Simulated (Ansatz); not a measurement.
This geometry of AlH₃O₂ (6 atoms, charge 0, multiplicity 1) is a first-order saddle point.

Level of theory: UKS PBE-D4/def2-SVP in Ansatz.

```xyz
6
Properties=species:S:1:pos:R:3
Al -0.431 0.265 -0.124
O 1.030 0.902 0.477
O -0.565 -1.353 -0.681
H 0.181 -1.973 -0.673
H -1.723 1.158 -0.306
H 1.508 1.002 1.307
```

Problem. Which two structures does it join? (They come from a converged band through this point; their orientation in space is the band's.)

Solution. No bond is made or broken.

Initial state:

```xyz
6
Properties=species:S:1:pos:R:3
Al -0.463 0.329 -0.100
O 0.844 1.052 0.744
O -0.514 -1.287 -0.673
H 0.176 -1.961 -0.587
H -1.728 1.230 -0.373
H 1.685 0.637 0.989
```

Final state:

```xyz
6
Properties=species:S:1:pos:R:3
Al -0.361 0.215 -0.092
O 1.133 0.528 0.697
O -0.627 -1.346 -0.745
H 0.029 -2.058 -0.688
H -1.527 1.276 -0.265
H 1.353 1.385 1.092
```

Problem. How far does it lie above each of them?

Solution. 8.2 kJ/mol above the first and 10.0 kJ/mol above the second. This is the barrier of this one path; another mechanism may lie lower.

Run time: 6.3 min on 2 threads of Intel(R) Xeon(R) Processor @ 2.50GHz (Skylake/Cascade Lake), on a shared host, peak memory 0.14 GiB.
